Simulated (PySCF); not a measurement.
Basis-set dependence of population analyses: F2

F2.
Structure used (PBE0-D3(BJ)/def2-SVP), in Å, numbered top down from 1:
```
atom  x, y, z in Å
F1    -0.385    0.486   -0.157
F2     0.429   -0.577    0.163
```

PBE0 throughout (PySCF), one geometry, spherical d and f functions. Geometry: PBE0-D3(BJ)/def2-SVP; no solvent, vibrations or thermal averaging. Atoms taken as equivalent share a column and are averaged.

Mulliken charges (e):

| basis | functions | F1/F2 |
| --- | --- | --- |
| STO-3G | 10 | 0.000 |
| 6-31G | 18 | 0.000 |
| pcSseg-0 | 18 | 0.000 |
| 6-31G* | 28 | 0.000 |
| def2-SVP | 28 | 0.000 |
| cc-pVDZ | 28 | 0.000 |
| pcSseg-1 | 34 | 0.000 |
| aug-cc-pVDZ | 46 | 0.000 |
| 6-311+G(2d,p) | 54 | 0.000 |
| cc-pVTZ | 60 | 0.000 |
| def2-TZVP | 62 | 0.000 |
| IGLO-III | 70 | 0.000 |
| pcSseg-3 | 144 | 0.000 |

IAO charges (e):

```json
{"basis": "STO-3G", "functions": "10", "F1/F2": "0.000"}
{"basis": "6-31G", "functions": "18", "F1/F2": "0.000"}
{"basis": "pcSseg-0", "functions": "18", "F1/F2": "0.000"}
{"basis": "6-31G*", "functions": "28", "F1/F2": "0.000"}
{"basis": "def2-SVP", "functions": "28", "F1/F2": "0.000"}
{"basis": "cc-pVDZ", "functions": "28", "F1/F2": "0.000"}
{"basis": "pcSseg-1", "functions": "34", "F1/F2": "0.000"}
{"basis": "aug-cc-pVDZ", "functions": "46", "F1/F2": "0.000"}
{"basis": "6-311+G(2d,p)", "functions": "54", "F1/F2": "0.000"}
{"basis": "cc-pVTZ", "functions": "60", "F1/F2": "0.000"}
{"basis": "def2-TZVP", "functions": "62", "F1/F2": "0.000"}
{"basis": "IGLO-III", "functions": "70", "F1/F2": "0.000"}
{"basis": "pcSseg-3", "functions": "144", "F1/F2": "0.000"}
```

Problem. Which scheme is steadiest as the basis changes?

Solution. Largest range over the bases for any column: IAO 0.00 e, Mulliken 0.00 e. The schemes move by about as much. Without the minimal STO-3G basis the ranges are IAO 0.00, Mulliken 0.00 e.

Problem. How much do the charges still move between the two largest bases, IGLO-III and pcSseg-3?

Solution. At most, over all atoms: Mulliken 0.000 e, IAO 0.000 e.

Problem. What do the same runs give for the total energy and the frontier levels?

Solution. 
```json
{"basis": "STO-3G", "energy (Eh)": "-196.5254", "HOMO (eV)": "-5.29", "LUMO (eV)": "3.78"}
{"basis": "6-31G", "energy (Eh)": "-199.2834", "HOMO (eV)": "-11.25", "LUMO (eV)": "-3.11"}
{"basis": "pcSseg-0", "energy (Eh)": "-198.8696", "HOMO (eV)": "-11.17", "LUMO (eV)": "-2.91"}
{"basis": "6-31G*", "energy (Eh)": "-199.3084", "HOMO (eV)": "-10.99", "LUMO (eV)": "-2.59"}
{"basis": "def2-SVP", "energy (Eh)": "-199.1557", "HOMO (eV)": "-11.31", "LUMO (eV)": "-2.87"}
{"basis": "cc-pVDZ", "energy (Eh)": "-199.3251", "HOMO (eV)": "-11.16", "LUMO (eV)": "-2.85"}
{"basis": "pcSseg-1", "energy (Eh)": "-199.3028", "HOMO (eV)": "-11.54", "LUMO (eV)": "-3.24"}
{"basis": "aug-cc-pVDZ", "energy (Eh)": "-199.3451", "HOMO (eV)": "-11.69", "LUMO (eV)": "-3.52"}
{"basis": "6-311+G(2d,p)", "energy (Eh)": "-199.3858", "HOMO (eV)": "-11.71", "LUMO (eV)": "-3.49"}
{"basis": "cc-pVTZ", "energy (Eh)": "-199.3954", "HOMO (eV)": "-11.47", "LUMO (eV)": "-3.07"}
{"basis": "def2-TZVP", "energy (Eh)": "-199.4085", "HOMO (eV)": "-11.59", "LUMO (eV)": "-3.24"}
{"basis": "IGLO-III", "energy (Eh)": "-199.4114", "HOMO (eV)": "-11.62", "LUMO (eV)": "-3.37"}
{"basis": "pcSseg-3", "energy (Eh)": "-199.4193", "HOMO (eV)": "-11.64", "LUMO (eV)": "-3.32"}
```
